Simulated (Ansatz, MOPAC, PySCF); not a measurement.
Species: C₂H₃, charge 0, multiplicity 2. SMILES: [CH]=C
Coordinates optimised at B3LYP-D3(BJ)/def2-TZVP (Ansatz, a first-principles code):
```
C
C 1 1.3014
H 2 1.0786 1 138.61
H 1 1.0866 2 122.29 3 -180.00
H 1 1.0922 4 115.87 2 -180.00
```
Charge 0, spin multiplicity 2.

Wanted: size of the dipole moment, in D. Conventions: dispersion terms only where a functional's name holds one; non-relativistic; open shells spin-unrestricted; 6-311+G** with 5d; no spin-orbit coupling; LANL2DZ all-electron up to Ne; 6-31G* and kin with 6d, 5d where marked. First-principles rows: single points at B3LYP-D3(BJ) geometries (Ansatz). Semi-empirical rows: dipoles at the shared geometry.

| level | program | size of the dipole moment (D) |
|---|---|---|
| AM1 | MOPAC | 0.86 |
| PM3 | MOPAC | 0.80 |
| PM6 | MOPAC | 0.81 |
| PBE/LANL2DZ | Ansatz | 0.90 |
| BP86/def2-SVP | PySCF | 0.69 |
| B3LYP/6-31G** | Ansatz | 0.61 |
| B3LYP/6-311+G** | Ansatz | 0.76 |
| M06-2X/6-31G* (5d) | PySCF | 0.58 |
| B3PW91/6-31G* (5d) | PySCF | 0.63 |

No value to compare with is used here. The 9 habitual levels span 0.58 (M06-2X/6-31G* (5d)) to 0.90 D (PBE/LANL2DZ).

The levels are drawn from those run, B3LYP/6-31G* more often than the rest, none by its result; runs whose electronic state is in doubt are left out.
